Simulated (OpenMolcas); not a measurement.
## BH2O (SMILES B[O]): methods side by side

The species is BH2O (4 atoms), meant as a doublet with charge 0. As SMILES, `B[O]`. Geometry: relaxed at PBE0-D4/def2-TZVP.

```xyz
4

B    -0.0011   -0.0103   -0.0151
O     1.0253   -0.3408    0.6769
H    -1.0526   -0.5877    0.1516
H     0.0839    0.8785   -0.8336
```

Quantity: the energy change with the B1–H3 bond stretched from 1.211 to 2.119 Å, in eV. The values are calculated.

```tsv
level	kind	program	value (eV)	less FCI/STO-3G	CPU time (all runs)
UHF/STO-3G	Hartree–Fock	OpenMolcas	3.61	+1.10	3.2 s
USVWN5/STO-3G	LDA	OpenMolcas	3.01	+0.50	6.6 s
UPBE/STO-3G	GGA	OpenMolcas	2.85	+0.34	8 s
U-r2SCAN/STO-3G	meta-GGA	OpenMolcas	3.02	+0.51	11 s
UB3LYP/STO-3G	global hybrid	OpenMolcas	3.12	+0.61	9.6 s
UPBE0/STO-3G	global hybrid	OpenMolcas	3.24	+0.73	8.4 s
CASPT2(3,3)/STO-3G	multireference	OpenMolcas	2.68	+0.17	3.5 s
MRCI(3,3)/STO-3G	multireference	OpenMolcas	2.61	+0.10	4.1 s
ROCCSD(T)/STO-3G	coupled cluster or CI	OpenMolcas	2.51	0.00	4.5 s
FCI/STO-3G	exact in the basis	OpenMolcas	2.51	0.00	9.1 s
```

FCI/STO-3G is exact within its basis and frozen core, so for wave-function methods in that basis the difference is their error; functionals converge differently with the basis, so for them it is only a difference. The first shape isn't each level's own minimum. The values span 2.51 to 3.61 eV. Spin contamination of the reference (⟨S²⟩ at least 0.1 too high) touches UHF/STO-3G. All rows use very small basis sets, so even the best lies far from the true value. CPU times are rough (shared hosts, several kinds of processor): they show what a rung costs within a factor of a few.
